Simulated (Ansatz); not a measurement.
Task: a search for lower mean-field states of CH4BCl, SMILES CBCl, with Ansatz 0.2.0 through its Python package. Give the script and its output. Use (for the species named): B3LYP, def2-SVP basis, multiplicity 1.

```yaml
atoms:
  - { symbol: C, position_ang: [-0.5887, 0.3177, -0.1254] }
  - { symbol: B, position_ang: [0.7691, -0.3527, 0.0030] }
  - { symbol: Cl, position_ang: [1.0585, -1.4944, 1.3982] }
  - { symbol: H, position_ang: [-1.3582, -0.3946, -0.2365] }
  - { symbol: H, position_ang: [-0.6380, 1.0020, -1.0565] }
  - { symbol: H, position_ang: [-0.8301, 0.9997, 0.7602] }
  - { symbol: H, position_ang: [1.6486, -0.1457, -0.7886] }
```

`ch4bcl_states.py`:
```python
"""Does a wider search find a lower mean-field state of CH4BCl?"""

from dataclasses import dataclass

import ansatz
from ase import Atoms
import numpy as np


@dataclass(frozen=True)
class RunConfig:
    basis: str = "def2-SVP"
    xc: str = "b3lyp"


opts = RunConfig()


def main() -> None:
    atoms = Atoms(["C", "B", "Cl", "H", "H", "H", "H"], positions=[
        (-0.5887, 0.3177, -0.1254),
        (0.7691, -0.3527, 0.003),
        (1.0585, -1.4944, 1.3982),
        (-1.3582, -0.3946, -0.2365),
        (-0.638, 1.002, -1.0565),
        (-0.8301, 0.9997, 0.7602),
        (1.6486, -0.1457, -0.7886),
    ])
    geometry = ansatz.Crystal.molecule_from_ase(atoms)
    symbols = [site.symbol for site in geometry.cartesian_sites]

    start = np.array([site.position_ang for site in geometry.cartesian_sites])
    for factor in [1.0, 1.5]:
        xyz = (start - start.mean(axis=0)) * factor
        scaled = ansatz.Crystal.molecule()
        for symbol, place in zip(symbols, xyz):
            scaled = scaled.atom(symbol, place.tolist())
        setup = (
            scaled.calculation()
            .basis(gaussian=opts.basis)
            .functional(opts.xc)
            .spin("collinear")
        )
        for search in ("off", "standard"):
            try:
                report = setup.scf(lower_state_search=search).run(threads=1, backend="cpu").report
            except ansatz.AnsatzError as error:
                print(f"x{factor} search {search}: {type(error).__name__}")
                continue
            state = report["mean_field"]["state"]
            print(f"all distances x{factor}, search {search:8s} E = {report['free_energy_ev']:.5f} eV  <S^2> = {abs(state['spin_squared']):.3f}  other states met: {len(report['mean_field']['others'])}")


if __name__ == "__main__":
    main()
```

```console
$ python ch4bcl_states.py
all distances x1.0, search off      E = -14297.40238 eV  <S^2> = 0.000  other states met: 0
all distances x1.0, search standard E = -14297.40238 eV  <S^2> = 0.000  other states met: 0
all distances x1.5, search off      E = -14283.41789 eV  <S^2> = 0.000  other states met: 0
all distances x1.5, search standard E = -14283.41789 eV  <S^2> = 0.000  other states met: 2
```

Notes:
- Total energies depend on the basis set; only differences at equal settings carry meaning.
- The count of other states can hold repeated and symmetry-equivalent ends of the search; scaling all distances is a test, and for more than two atoms no physical path.
- The geometry comes from a force field and isn't relaxed at this level.
- b3lyp holds the VWN-RPA fit, as in Gaussian; the form of ORCA and Turbomole is b3lyp5.
- The whole script took 8.5 s on 1 thread of Arm Neoverse V1 (shared host), peak memory 0.22 GiB.
